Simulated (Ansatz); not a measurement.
**C₂H₅N: taking an electron away**

Aim: the vertical ionisation energy of C₂H₅N, as cation minus neutral at the neutral's geometry, on several levels, and how well −ε(HOMO) stands in for it.

The runs use Ansatz 0.2.0, Gaussian basis; unrestricted cation, the program's frozen cores in correlated methods.

Levels to be run: UKS PBE-D4/def2-TZVPP; UKS r2SCAN-D4/def2-TZVPP; UKS PBE0-D4/def2-TZVPP; UKS B3LYP-D4/def2-TZVPP; UKS wB97X-V/def2-TZVPP; UKS wB97M-V/def2-TZVPP; UKS B2PLYP/def2-TZVPP; UHF-CCSD(T)/def2-TZVPP; UHF-MP2/def2-QZVPP; extrapolation to the limit; then −ε(HOMO) from the neutral's earlier runs with LDA (SPW92), PBE-D4, revPBE-D4, BLYP-D4, r2SCAN-D4, B97M-V, PBE0-D4, B3LYP-D4, r2SCANh-D4, r2SCAN0-D4, HSE06-D4, BHLYP-D4, CAM-B3LYP-D4, LC-ωPBE, ωB97X-V, ωB97M-V.

### Step 1. Structure used throughout

An earlier PBE0-D4 in a triple-zeta def2 set relaxation fixed the geometry.

SMILES `CC=N`, 8 atoms, charge 0, spin multiplicity 1.

Atoms are counted from 1 here; the program's logs count them from 0.

Bond lengths: C1–C2 1.493 Å, C1–H4 1.094 Å, C1–H5 1.092 Å, C1–H6 1.094 Å, C2–N3 1.263 Å, C2–H7 1.095 Å, N3–H8 1.023 Å. Angles: C2–C1–H4 110.3°, C2–C1–H5 111.6°, C2–C1–H6 110.3°, H4–C1–H5 109.0°, H4–C1–H6 106.6°, H5–C1–H6 109.0°, C1–C2–N3 127.9°, C1–C2–H7 115.5°, N3–C2–H7 116.6°, C2–N3–H8 110.6°.

Coordinates:

```mol
C2H5N
  3D, bonds by distance, orders not assigned

  8  7  0  0  0  0  0  0  0  0999 V2000
   -0.4712    0.5919   -0.3160 C   0  0
    0.6631   -0.1710    0.2843 C   0  0
    0.6978   -1.3950    0.5936 N   0  0
   -0.1684    1.0328   -1.2707 H   0  0
   -1.3423   -0.0454   -0.4802 H   0  0
   -0.7567    1.4228    0.3364 H   0  0
    1.5719    0.4097    0.4765 H   0  0
   -0.1942   -1.8457    0.3761 H   0  0
  1  2  8  0
  2  3  8  0
  1  4  8  0
  1  5  8  0
  1  6  8  0
  2  7  8  0
  3  8  8  0
M  END
```

### Step 2. Cation, UKS PBE-D4/def2-TZVPP

Input file in.yaml:

```yaml
crystal:
  periodic: [false, false, false]
  atoms:
    - {symbol: C, position_ang: [-0.471237, 0.591918, -0.316012]}
    - {symbol: C, position_ang: [0.663095, -0.171006, 0.284328]}
    - {symbol: N, position_ang: [0.697827, -1.394971, 0.593586]}
    - {symbol: H, position_ang: [-0.168376, 1.032767, -1.270717]}
    - {symbol: H, position_ang: [-1.342334, -0.045425, -0.480240]}
    - {symbol: H, position_ang: [-0.756718, 1.422792, 0.336430]}
    - {symbol: H, position_ang: [1.571915, 0.409661, 0.476491]}
    - {symbol: H, position_ang: [-0.194161, -1.845738, 0.376134]}
basis:
  gaussian: {orbitals: def2-TZVPP}
total_charge: 1
magnetization: {spin_polarized: true, initial_magnetization: 1}
hamiltonian: {xc: pbe, dispersion: d4}
```

After this run come: Cation, UKS r2SCAN-D4/def2-TZVPP; Cation, UKS PBE0-D4/def2-TZVPP; Cation, UKS B3LYP-D4/def2-TZVPP; Cation, UKS wB97X-V/def2-TZVPP; Cation, UKS wB97M-V/def2-TZVPP; Cation, UKS B2PLYP (frozen core)/def2-TZVPP; Cation, UHF-CCSD(T)/def2-TZVPP; Cation, UHF-MP2/def2-QZVPP.

Q: Predict the results of all the runs planned. Wanted: ionisation energy, CCSD(T)/CBS; nearest functional by difference; nearest −ε(HOMO); −ε(HOMO) of PBE; T1 of the cation.

**Answer**, as computed:

| quantity | value |
| --- | --- |
| ionisation energy, CCSD(T)/CBS | 10.32 eV |
| nearest functional by difference | ωB97M-V (-0.16 eV) |
| nearest −ε(HOMO) | LC-ωPBE (+0.06 eV) |
| −ε(HOMO) of PBE | 6.01 eV |
| T1 of the cation | 0.032 |

**Reading.** Energy differences with functionals land within 0.41 eV of the reference. The PBE orbital energy is 4.3 eV too small: a semilocal HOMO is no ionisation energy. Among orbital estimates LC-ωPBE comes nearest. Hartree-Fock falls 1.46 eV short, as the neutral has more correlation energy than the cation. The cation's T1 (from the report) is 0.032, near the customary mark of 0.045 for open shells, so the coupled-cluster value is less safe.
